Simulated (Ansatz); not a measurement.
# H4NOSi: the cost of one run

Computed with Ansatz 0.2.0 through its Python package. The levels of theory stand in the script.

## Step 1: The structure

Bond lengths: N1–Si2 1.742 Å, Si2–O3 1.702 Å, N1–H4 1.096 Å, N1–H5 1.066 Å, Si2–H6 1.488 Å, Si2–H7 1.490 Å. Angles: N1–Si2–O3 107.6°, N1–Si2–H6 111.0°, N1–Si2–H7 109.7°, O3–Si2–H6 110.1°, O3–Si2–H7 109.8°, H6–Si2–H7 108.6°, Si2–N1–H4 103.8°, Si2–N1–H5 108.5°, H4–N1–H5 103.9°.

No structure file is read: the coordinates are typed or built in the script.

## Step 2: The code

Contents of h4nosi_basis.py:

```python
'''How the energy of H4NOSi converges with the basis.'''

import ansatz as az

GEOMETRY = '''
N    -0.92890   -0.27490   -0.60060
Si    0.58760   -0.07080    0.23110
O     0.68770   -1.28030    1.42390
H    -0.95450    0.56180   -1.30740
H    -1.71970   -0.05940    0.08070
H     0.67540    1.27460    0.85950
H     1.71370   -0.21910   -0.73290
'''

geometry = az.Crystal.molecule()
for line in GEOMETRY.strip().splitlines():
    symbol, *xyz = line.split()
    geometry = geometry.atom(symbol, [float(v) for v in xyz])

model = (
    geometry.calculation()
    .functional('hf')
    .spin('collinear', total=1)
)

energies = {}
for basis in ['STO-3G', '6-31G', '6-31G*', 'def2-SVP', 'def2-SVPD', 'def2-TZVP', 'def2-TZVPP']:
    r = model.basis(gaussian=basis).run().report
    size = r['n_frozen'] + r['n_occupied'][0] + r['n_virtual'][0]
    energies[basis] = (r['reference_energy_ev'] / 27.211386246, r['free_energy_ev'] / 27.211386246)
    print(f'{basis:14s} {size:4d} orbitals  reference {energies[basis][0]:14.6f} Ha  total {energies[basis][1]:14.6f} Ha')

last = energies['def2-TZVPP'][1]
for basis, (_, total) in energies.items():
    print(f'{basis:14s} lies {27.211386 * (total - last):9.4f} eV above def2-TZVPP')
```

## Step 3: What the engine is handed

The package turns the script's settings into the engine's input (first run):

```yaml
crystal:
  periodic: [false, false, false]
  atoms:
    - { symbol: "N", position_ang: [-0.9289, -0.2749, -0.6006] }
    - { symbol: Si, position_ang: [0.5876, -0.0708, 0.2311] }
    - { symbol: O, position_ang: [0.6877, -1.2803, 1.4239] }
    - { symbol: H, position_ang: [-0.9545, 0.5618, -1.3074] }
    - { symbol: H, position_ang: [-1.7197, -0.0594, 0.0807] }
    - { symbol: H, position_ang: [0.6754, 1.2746, 0.8595] }
    - { symbol: H, position_ang: [1.7137, -0.2191, -0.7329] }
basis:
  gaussian:
    orbitals: STO-3G
hamiltonian:
  xc: hf
magnetization:
  spin_polarized: true
  initial_magnetization: 1.0
```

## Step 4: Running it

Launch:

```sh
$ python h4nosi_basis.py
```

What time and memory should one allow on 1 thread of Arm Neoverse N1, shared host?

About 62 s, with a peak of 0.46 GiB.
